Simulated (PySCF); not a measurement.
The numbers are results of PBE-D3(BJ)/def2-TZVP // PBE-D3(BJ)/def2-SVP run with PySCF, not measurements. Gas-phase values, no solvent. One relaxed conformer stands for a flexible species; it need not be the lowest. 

Reference species (SMILES): `F[Si](F)(F)F` (neutral, multiplicity 1).

The S1 oscillator strength is 0.000 and the HOMO comes out as -10.57 eV.

Changed species: `CC[Si](CC)(CC)CC` (4 of 4 F replaced by C2H5; the reference has 0 of 4 F replaced by C2H5).

Q: Give the shifts of the S1 oscillator strength and HOMO.

A: the S1 oscillator strength is nearly the same; the HOMO goes up by 4.19 eV, to -6.38 eV.
